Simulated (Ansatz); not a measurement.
Consider the cleavage of the Si–Al bond: `[AlH2][SiH2]S` + HCl → `S[SiH2]Cl` + `[AlH3]`.

Calculated with Ansatz (gas phase, PBE0-D4/def2-TZVP geometries, no zero-point term in ΔE). CCSD(T)/CBS adds triple-zeta CCSD(T) − MP2 to the extrapolated MP2 energy (def2 sets, frozen cores). This one scheme is used for every species. Functionals use def2-TZVPP. B3LYP here is the variant with VWN-RPA as its local correlation; programs differ in this. One conformer a species, not always the lowest.

Question: Is it downhill or uphill in electronic energy at CCSD(T)/CBS, and by how much? (Best estimate.)

Answer: Ansatz gave: Downhill: ΔE = -92.6 kJ/mol.

Question: What do these levels give: PBE-D4, B3LYP-D4, r2SCANh-D4, CAM-B3LYP-D4, ωB97X-V, ωB97M-V, B3LYP, MP2/def2-SVP, CCSD/def2-SVP, CCSD/def2-TZVPP, CCSD(T)/def2-TZVPP, MP2/CBS(def2)? (Estimate.)

Answer: Ansatz gave: PBE-D4 -79.1, B3LYP-D4 -93.6, r2SCANh-D4 -92.8, CAM-B3LYP-D4 -97.3, ωB97X-V -94.4, ωB97M-V -100.9, B3LYP -93.7, MP2/def2-SVP -96.6, CCSD/def2-SVP -87.8, CCSD/def2-TZVPP -90.3, CCSD(T)/def2-TZVPP -89.1, MP2/CBS(def2) -104.5 kJ/mol.

Question: What do rigid-rotor, harmonic-oscillator terms from PBE0-D4/def2-TZVP frequencies (298.15 K, 1 bar) make of the CCSD(T)/CBS value? (Best estimate.)

Answer: Computed: ΔZPE = +1.3 kJ/mol, ΔH = -94.2 kJ/mol, ΔS = -16 J/(mol·K), ΔG = -89.6 kJ/mol.

Largest T1 diagnostic among the species: 0.012.

Leaving LDA and LC-ωPBE aside and taking each functional with its dispersion term where it has one, the values, not all of them listed here, spread over 24.5 kJ/mol, from B97M-V to PBE-D4. From BLYP to BHLYP (50 % exact exchange), in def2-TZVPP and without D4, ΔE moves by −9.7 kJ/mol.
